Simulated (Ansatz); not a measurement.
**C₄H₆O₂: basis-set convergence**

One table from this session's results is given with a row withheld; the runs are named, their logs left out.

Program: Ansatz 0.2.0, Gaussian basis. Level of theory: one geometry, several basis sets. These are calculated values, not measurements.

Levels to be run: PBE0-D4/def2-SVP; ωB97M-V/def2-SVP; PBE0-D4/def2-QZVPP; ωB97M-V/def2-QZVPP; the functionals' def2-TZVPP values are taken from earlier runs.

## The geometry

All runs share one geometry, relaxed beforehand with PBE0-D4 in a triple-zeta def2 set.

12 atoms, charge 0, spin multiplicity 1.

Atoms are counted from 1 here; the program's logs count them from 0.

Bond lengths: C1–C2 1.321 Å, C1–H7 1.083 Å, C1–H8 1.081 Å, C2–O3 1.371 Å, C2–H9 1.082 Å, O3–C4 1.359 Å, C4–C5 1.494 Å, C4–O6 1.197 Å, C5–H10 1.092 Å, C5–H11 1.092 Å, C5–H12 1.087 Å. Angles: C2–C1–H7 121.7°, C2–C1–H8 119.5°, H7–C1–H8 118.8°, C1–C2–O3 120.2°, C1–C2–H9 125.2°, O3–C2–H9 114.6°, C2–O3–C4 117.9°, O3–C4–C5 110.1°, O3–C4–O6 123.7°, C5–C4–O6 126.2°, C4–C5–H10 109.8°, C4–C5–H11 109.8°, C4–C5–H12 109.5°, H10–C5–H11 107.3°, H10–C5–H12 110.2°, H11–C5–H12 110.2°.

Coordinates:

```tsv
atom	x (Å)	y (Å)	z (Å)
C1	-0.5493	-2.4751	-0.0982
C2	-0.4797	-1.2804	0.4603
O3	0.0457	-0.2222	-0.2363
C4	0.0976	0.9852	0.3861
C5	0.6958	2.0074	-0.5245
O6	-0.2879	1.1732	1.5032
H7	-0.1998	-2.6534	-1.1073
H8	-0.9660	-3.3002	0.4619
H9	-0.8120	-1.0399	1.4620
H10	0.0981	2.0863	-1.4347
H11	1.6993	1.6962	-0.8212
H12	0.7352	2.9677	-0.0172
```

Set-up of the first run:

Contents of in.yaml:

```yaml
crystal:
  periodic: [false, false, false]
  atoms:
    - {symbol: C, position_ang: [-0.549346, -2.475062, -0.098202]}
    - {symbol: C, position_ang: [-0.479707, -1.280377, 0.460260]}
    - {symbol: O, position_ang: [0.045730, -0.222220, -0.236267]}
    - {symbol: C, position_ang: [0.097605, 0.985185, 0.386060]}
    - {symbol: C, position_ang: [0.695766, 2.007360, -0.524474]}
    - {symbol: O, position_ang: [-0.287915, 1.173216, 1.503173]}
    - {symbol: H, position_ang: [-0.199791, -2.653369, -1.107280]}
    - {symbol: H, position_ang: [-0.966002, -3.300204, 0.461902]}
    - {symbol: H, position_ang: [-0.811951, -1.039852, 1.462002]}
    - {symbol: H, position_ang: [0.098071, 2.086334, -1.434671]}
    - {symbol: H, position_ang: [1.699261, 1.696216, -0.821232]}
    - {symbol: H, position_ang: [0.735181, 2.967673, -0.017172]}
basis:
  gaussian: {orbitals: def2-SVP}
hamiltonian: {xc: pbe0, dispersion: d4}
output: {orbitals: {seedname: orbitals}}
```

Run with:

```bash
> ansatz run in.yaml --threads 4 --pin off --events-out ev --progress --plain --max-ram 10444MiB
```

Among the steps run: PBE0-D4 in def2-SVP; ωB97M-V in def2-SVP; PBE0-D4 in def2-QZVPP; ωB97M-V in def2-QZVPP.

One of the session's tables, all rows but one given; the rest of the session is left out.

It belongs to the step «Functionals by basis». 

```
functional       basis  HOMO (eV)  LUMO (eV)
   PBE0-D4    def2-SVP      -7.28      -0.20
   PBE0-D4  def2-TZVPP      -7.37      -0.39
   PBE0-D4  def2-QZVPP          ?          ?
   ωB97M-V    def2-SVP      -9.50       2.08
   ωB97M-V  def2-TZVPP      -9.60       1.81
   ωB97M-V  def2-QZVPP      -9.62       1.70
```

Estimate the missing values for PBE0-D4, def2-QZVPP.

The run gave: HOMO (eV): -7.39; LUMO (eV): -0.46. In the column «HOMO (eV)» it lies between ωB97M-V, def2-SVP (-9.50) and PBE0-D4, def2-TZVPP (-7.37).
